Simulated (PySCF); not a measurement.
Compound: 3-butyn-1-ol, C4H6O.
Numbering: `[CH:1]#[C:2][CH2:3][CH2:4][OH:5]` (hydrogens: H6 on C1; H7, H8 on C3; H9, H10 on C4; H11 on O5)

The calculation used TDDFT PBE0/def2-SVPD, vertical, gas phase, core orbitals frozen in the response in PySCF. Isolated species at its GFN2-xTB geometry (one conformer only). Torsions of this conformer, `[CH:1]#[C:2][CH2:3][CH2:4][OH:5]`: C2–C3–C4–O5 -64°, H–O5–C4–C3 55°.

Computed states:

| state | E (eV) | f |
| --- | --- | --- |
| S1 | 6.73 | 0.0004 |
| S2 | 6.98 | 0.0083 |
| S3 | 7.02 | 0.0022 |
| S4 | 7.25 | 0.0029 |
| S5 | 7.54 | 0.029 |
| S6 | 7.67 | 0.022 |
| S7 | 7.82 | 0.045 |
| S8 | 8.07 | 0.0037 |

Each state is given a Gaussian of 0.3 eV full width at half maximum, with ε(max) = 2.175×10⁸ f / Δν̃ (Δν̃ the width in cm⁻¹). The cross-section is σ = 3.8235×10⁻²¹ ε cm², given in Mb (10⁻¹⁸ cm²). The width is an assumption, not a result. The curve ends short of the highest state used, and states not computed would add to its high-energy end.

Question: Give the broadened spectrum and its maxima.

Answer: 
```csv
λ (nm),σ (Mb)
166.0,11.36
167.3,7.52
168.7,4.42
170.1,2.71
171.5,2.13
172.8,2.24
174.2,2.77
175.6,3.39
177.0,3.74
178.3,3.59
179.7,2.95
181.1,2.09
182.4,1.35
183.8,0.77
185.2,0.41
186.6,0.22
187.9,0.12
189.3,0.07
190.7,0.03
192.1,0.02
193.4,0.01
194.8,0.00
196.2,0.00
197.5,0.00
```

Maxima: 177 nm (6.99 eV), ε about 980, made up of S2 (76%) and S3 (20%) (ε in L mol⁻¹ cm⁻¹; maxima over ε = 5, shares over 10%). At its high-energy end, 7.47 eV, the curve is still rising (ε about 3000, from S5 and S6).

Question: On this curve, what absorbance would a 10⁻⁵ mol/L sample give at 193 nm over a 1 cm path?

Answer: 193 nm is 6.424 eV, where ε is about 2.3 L mol⁻¹ cm⁻¹, so A = ε c l ≈ 2.3e-05 (Beer–Lambert, with the gas-phase spectrum and the assumed width).

Question: Coming from long wavelengths, where does ε first pass 100 L mol⁻¹ cm⁻¹?

Answer: At about 185 nm (6.69 eV), 0.04 eV below S1.

Question: What would ε be at 6.99 eV, the highest of these maxima, with half the width (0.15 eV)?

Answer: About 1830 L mol⁻¹ cm⁻¹ against 980, a factor of about 1.9; a lone state at its own centre would give exactly 2.
